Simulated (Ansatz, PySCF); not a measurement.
Dimer: C2H4 (SMILES C=C) (first 6 atoms) with NH3 (SMILES N); geometry from A24 set.
(charge 0, multiplicity 1):
```tsv
atom	x (Å)	y (Å)	z (Å)
C	0.0000	-0.5966	1.5872
C	0.0000	0.6826	1.2049
H	0.9231	1.2242	1.0406
H	-0.9231	1.2242	1.0406
H	-0.9239	-1.1374	1.7512
H	0.9239	-1.1374	1.7512
N	0.0000	-0.0040	-2.3110
H	-0.8112	-0.4598	-2.7104
H	0.0000	-0.2225	-1.3213
H	0.8112	-0.4598	-2.7104
```

Monomers are frozen at their geometry in the pair; levels with a basis set take the counterpoise correction. Rows marked so take none.

Rows in 6-31G*, STO-3G carry no dispersion term and start afresh at each structure (6-31G* with six Cartesian d functions).

Programs: Ansatz (a quantum-chemistry and plane-wave program) with Gaussian orbitals; PySCF for 6-31G* rows, STO-3G rows, the dispersion terms. Each number belongs to the level named beside it.

**Question.** One of these levels gives -61.9 meV for the interaction energy. Name it.
A) BHLYP-D4/def2-TZVPPD
B) HF/STO-3G (no counterpoise)
C) HF/6-31G* (no counterpoise)
D) SVWN5/def2-TZVPPD

**Answer.** A, BHLYP-D4/def2-TZVPPD. The others give -12.8 (HF/STO-3G (no counterpoise)), -38.6 (HF/6-31G* (no counterpoise)), -102.8 (SVWN5/def2-TZVPPD)
